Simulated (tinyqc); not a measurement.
Worked calculation: UKS/LDA (PW92) in the sto-3g basis, for BH, spin multiplicity 3. One step of it, computed by the program tinyqc.

Question. Iteration 2: building the Kohn-Sham matrix. J_ij = sum D_kl (ij|kl) with D = D(alpha) + D(beta); F = H + J + V_xc; E = tr D H + tr D J / 2 + E_xc + E_nn.

D(alpha) after iteration 1, order 1B 1s, 1B 2s, 1B 2px, 1B 2py, 1B 2pz, 2H 1s:
```
[[1.078783, -0.292974, 0.000000, 0.000000, -0.001038, 0.023995],
 [-0.292974, 1.089847, 0.000000, 0.000000, 0.002021, -0.107981],
 [0.000000, 0.000000, 0.695855, 0.460045, 0.000000, 0.000000],
 [0.000000, 0.000000, 0.460045, 0.304145, 0.000000, 0.000000],
 [-0.001038, 0.002021, 0.000000, 0.000000, 0.001433, 0.037376],
 [0.023995, -0.107981, 0.000000, 0.000000, 0.037376, 0.998896]]
```

D(beta) after iteration 1, order 1B 1s, 1B 2s, 1B 2px, 1B 2py, 1B 2pz, 2H 1s:
```
[[0.976082, 0.041056, 0.000000, 0.000000, -0.000714, -0.021519],
 [0.041056, 0.003431, 0.000000, 0.000000, 0.001309, 0.039964],
 [0.000000, 0.000000, 0.000000, 0.000000, 0.000000, 0.000000],
 [0.000000, 0.000000, 0.000000, 0.000000, 0.000000, 0.000000],
 [-0.000714, 0.001309, 0.000000, 0.000000, 0.001052, 0.032116],
 [-0.021519, 0.039964, 0.000000, 0.000000, 0.032116, 0.980607]]
```

core Hamiltonian H = T + V (hartree), order 1B 1s, 1B 2s, 1B 2px, 1B 2py, 1B 2pz, 2H 1s:
```
[[-12.551564, -3.249404, 0.000000, 0.000000, -0.004992, -0.063088],
 [-3.249404, -3.642902, 0.000000, 0.000000, -0.050995, -0.278695],
 [0.000000, 0.000000, -2.839855, 0.000000, 0.000000, 0.000000],
 [0.000000, 0.000000, 0.000000, -2.839855, 0.000000, 0.000000],
 [-0.004992, -0.050995, 0.000000, 0.000000, -2.864188, -0.340584],
 [-0.063088, -0.278695, 0.000000, 0.000000, -0.340584, -1.618889]]
```

Two-electron integrals (ij|kl) in chemists' order, unique and non-zero (hartree):
```
(11|11) 2.923513   (21|11) 0.518376   (21|21) 0.109262   (22|11) 0.744229
(22|21) 0.193177   (22|22) 0.544804   (31|31) 0.020264   (32|31) 0.029996
(32|32) 0.120346   (33|11) 0.742491   (33|21) 0.193240   (33|22) 0.544682
(33|33) 0.586773   (41|41) 0.020264   (42|41) 0.029996   (42|42) 0.120346
(43|43) 0.031630   (44|11) 0.742491   (44|21) 0.193240   (44|22) 0.544682
(44|33) 0.523513   (44|44) 0.586773   (51|51) 0.020264   (52|51) 0.029996
(52|52) 0.120346   (53|53) 0.031630   (54|54) 0.031630   (55|11) 0.742491
(55|21) 0.193240   (55|22) 0.544682   (55|33) 0.523513   (55|44) 0.523513
(55|55) 0.586773   (61|11) 0.009728   (61|21) 0.002052   (61|22) 0.003670
(61|33) 0.003652   (61|44) 0.003652   (61|51) 0.000174   (61|52) 0.000323
(61|55) 0.003707   (61|61) 0.000040   (62|11) 0.042481   (62|21) 0.011307
(62|22) 0.037773   (62|33) 0.036595   (62|44) 0.036595   (62|51) 0.001225
(62|52) 0.008902   (62|55) 0.040088   (62|61) 0.000231   (62|62) 0.004989
(63|31) 0.000797   (63|32) 0.004357   (63|53) 0.001470   (63|63) 0.000379
(64|41) 0.000797   (64|42) 0.004357   (64|54) 0.001470   (64|64) 0.000379
(65|11) 0.051390   (65|21) 0.013783   (65|22) 0.047861   (65|33) 0.045753
(65|44) 0.045753   (65|51) 0.001923   (65|52) 0.013624   (65|55) 0.052020
(65|61) 0.000287   (65|62) 0.007150   (65|65) 0.010440   (66|11) 0.230457
(66|21) 0.062065   (66|22) 0.229953   (66|33) 0.222197   (66|44) 0.222197
(66|51) 0.004983   (66|52) 0.050209   (66|55) 0.245318   (66|61) 0.001250
(66|62) 0.045662   (66|65) 0.070678   (66|66) 0.774606
```

nuclear repulsion = 1.15238940 hartree

V_xc(alpha) (hartree), order 1B 1s, 1B 2s, 1B 2px, 1B 2py, 1B 2pz, 2H 1s:
```
[[-1.805242, -0.285618, 0.000000, 0.000000, -0.000046, -0.005371],
 [-0.285618, -0.442280, 0.000000, 0.000000, -0.003910, -0.034656],
 [0.000000, 0.000000, -0.463734, -0.033211, 0.000000, 0.000000],
 [0.000000, 0.000000, -0.033211, -0.435455, 0.000000, 0.000000],
 [-0.000046, -0.003910, 0.000000, 0.000000, -0.418754, -0.047712],
 [-0.005371, -0.034656, 0.000000, 0.000000, -0.047712, -0.501547]]
```

V_xc(beta) (hartree), order 1B 1s, 1B 2s, 1B 2px, 1B 2py, 1B 2pz, 2H 1s:
```
[[-1.761467, -0.260043, 0.000000, 0.000000, -0.000249, -0.004877],
 [-0.260043, -0.281921, 0.000000, 0.000000, -0.012225, -0.029061],
 [0.000000, 0.000000, -0.283586, -0.009037, 0.000000, 0.000000],
 [0.000000, 0.000000, -0.009037, -0.275891, 0.000000, 0.000000],
 [-0.000249, -0.012225, 0.000000, 0.000000, -0.280026, -0.042547],
 [-0.004877, -0.029061, 0.000000, 0.000000, -0.042547, -0.499018]]
```

E_xc = sum of w rho eps_xc = -4.16226169 hartree

Give: Coulomb J; F(alpha); F(beta); total energy of this density.

Answer.

Coulomb J (hartree), order 1B 1s, 1B 2s, 1B 2px, 1B 2py, 1B 2pz, 2H 1s:
```
[[7.7618, 1.5383, 0.0000, 0.0000, 0.0101, 0.0291],
 [1.5383, 3.0303, 0.0000, 0.0000, 0.1008, 0.2503],
 [0.0000, 0.0000, 3.0339, 0.0291, 0.0000, 0.0000],
 [0.0000, 0.0000, 0.0291, 3.0091, 0.0000, 0.0000],
 [0.0101, 0.1008, 0.0000, 0.0000, 3.0362, 0.3373],
 [0.0291, 0.2503, 0.0000, 0.0000, 0.3373, 2.4538]]
```

F(alpha) (hartree), order 1B 1s, 1B 2s, 1B 2px, 1B 2py, 1B 2pz, 2H 1s:
```
[[-6.5950, -1.9967, 0.0000, 0.0000, 0.0051, -0.0393],
 [-1.9967, -1.0548, 0.0000, 0.0000, 0.0459, -0.0630],
 [0.0000, 0.0000, -0.2697, -0.0041, 0.0000, 0.0000],
 [0.0000, 0.0000, -0.0041, -0.2662, 0.0000, 0.0000],
 [0.0051, 0.0459, 0.0000, 0.0000, -0.2467, -0.0510],
 [-0.0393, -0.0630, 0.0000, 0.0000, -0.0510, 0.3333]]
```

F(beta) (hartree), order 1B 1s, 1B 2s, 1B 2px, 1B 2py, 1B 2pz, 2H 1s:
```
[[-6.5512, -1.9711, 0.0000, 0.0000, 0.0049, -0.0389],
 [-1.9711, -0.8945, 0.0000, 0.0000, 0.0375, -0.0574],
 [0.0000, 0.0000, -0.0895, 0.0201, 0.0000, 0.0000],
 [0.0000, 0.0000, 0.0201, -0.1066, 0.0000, 0.0000],
 [0.0049, 0.0375, 0.0000, 0.0000, -0.1080, -0.0458],
 [-0.0389, -0.0574, 0.0000, 0.0000, -0.0458, 0.3359]]
```

total energy of this density = -23.999292 hartree
